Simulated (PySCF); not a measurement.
How the method changes the constants of NO

State: ²Π (doublet), unpaired electrons π ↑. Set-up: PySCF, no relativity, basis sets N 6-31G(d,p), O 6-31G(d,p). De refers to N + O in their high-spin ground configurations, without counterpoise correction. The functionals are run spin-unrestricted. A positive dipole means N(−)O(+).

```json
{"Level": "ROHF", "Re (Å)": "1.124", "ωe (cm⁻¹)": "2282", "De (eV)": "2.18", "μ (D)": "-0.23"}
{"Level": "ROHF-MP2", "Re (Å)": "1.177", "ωe (cm⁻¹)": "1910", "De (eV)": "6.21", "μ (D)": "n/a"}
{"Level": "ROHF-SCS-MP2", "Re (Å)": "1.173", "ωe (cm⁻¹)": "1927", "De (eV)": "6.03", "μ (D)": "n/a"}
{"Level": "ROHF-CCSD", "Re (Å)": "1.165", "ωe (cm⁻¹)": "1970", "De (eV)": "5.39", "μ (D)": "n/a"}
{"Level": "ROHF-CCSD(T)", "Re (Å)": "1.173", "ωe (cm⁻¹)": "1896", "De (eV)": "5.67", "μ (D)": "n/a"}
{"Level": "PBE", "Re (Å)": "1.170", "ωe (cm⁻¹)": "1910", "De (eV)": "7.41", "μ (D)": "0.16"}
{"Level": "PBEsol", "Re (Å)": "1.167", "ωe (cm⁻¹)": "1935", "De (eV)": "7.79", "μ (D)": "0.17"}
{"Level": "r²SCAN", "Re (Å)": "1.161", "ωe (cm⁻¹)": "1977", "De (eV)": "6.47", "μ (D)": "0.09"}
{"Level": "PBE0", "Re (Å)": "1.152", "ωe (cm⁻¹)": "2054", "De (eV)": "6.52", "μ (D)": "0.08"}
{"Level": "B97-3", "Re (Å)": "1.153", "ωe (cm⁻¹)": "2042", "De (eV)": "6.60", "μ (D)": "0.07"}
{"Level": "BHandHLYP", "Re (Å)": "1.140", "ωe (cm⁻¹)": "2144", "De (eV)": "5.58", "μ (D)": "-0.01"}
```

Problem. Which functional lies closest to ROHF-CCSD(T) in De, which farthest, and by how much do they differ from it?

Solution. Closest is BHandHLYP (-3.3 pm in Re, +13.1 % in ωe, -0.09 eV in De against ROHF-CCSD(T) in the same basis), farthest PBEsol (-0.6 pm in Re, +2.1 % in ωe, +2.12 eV in De). CCSD(T) converges more slowly with the basis than the functionals do and binds too weakly in this one, so the order can change at the basis-set limit.

Problem. What does a quarter of exact exchange do here, going from PBE to PBE0?

Solution. PBE0 less PBE: -1.8 pm in Re, +7.5 % in ωe, -0.89 eV in De. Exact exchange removes part of the self-interaction that spreads semilocal densities, and in most molecules shortens and stiffens the bond and lowers De; so it does here.

Problem. What does the step from GGA to meta-GGA do here, going from PBE to r²SCAN?

Solution. r²SCAN less PBE: -0.9 pm in Re, +3.5 % in ωe, -0.94 eV in De. 

Correlated steps freeze 2 core orbitals. Correlated levels converge slowly with the basis: in double zeta they bind strong bonds too weakly, by up to about 1 eV, and carry superposition errors of some tenths. The state was picked by a PBE0 search and need not be the measured ground state.
